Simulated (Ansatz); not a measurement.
Molecule (SMILES): C (CH4).
Atoms: C1, H2, H3, H4, H5. Bonds: C1-H2, C1-H3, C1-H4, C1-H5.

Basis-set convergence of the optimised C1-H2 bond length at HF with Ansatz (a program for electronic structure). All functions are spherical. The program fits the integrals of some runs and decomposes those of others, by size. No added dispersion term, no relativity. Reference: the value in def2-QZVPPD, 1.0814 Å, itself unsure by roughly 0.0001 Å (its mean distance from pcseg-3, def2-QZVPP, cc-pVQZ).

| basis | functions | optimised C1-H2 bond length (Å) |
|---|---|---|
| def2-SV(P) | 22 | 1.0924 |
| cc-pVDZ | 34 | … |
| def2-SVP | 34 | … |
| pcseg-1 | 34 | … |
| aug-cc-pVDZ | 59 | 1.0894 |
| cc-pVTZ | 86 | 1.0821 |
| pcseg-2 | 86 | 1.0815 |
| def2-TZVPP | 87 | 1.0820 |
| 6-311++G(3df,3pd) | 111 | … |

Some entries are withheld; supply them.


- cc-pVDZ, optimised C1-H2 bond length (Å): 1.0908
- def2-SVP, optimised C1-H2 bond length (Å): 1.0897
- pcseg-1, optimised C1-H2 bond length (Å): 1.0849
- 6-311++G(3df,3pd), optimised C1-H2 bond length (Å): 1.0818
